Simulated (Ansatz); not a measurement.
Name a neutral molecule of F, N, S with LUMO energy (B3LYP/def2-TZVPP) between -1.60 and -1.30 eV and HOMO energy (PBE0/def2-TZVPP) between -9.90 and -9.60 eV (Ansatz, PBE0-D4/def2-TZVP geometry).

`N#S(F)(F)F` (-1.43 eV, -9.69 eV). Other molecules can fit too; these were computed, each in one conformer that needn't be the lowest.

B3LYP here is the variant with VWN-RPA as its local correlation; programs differ in this.
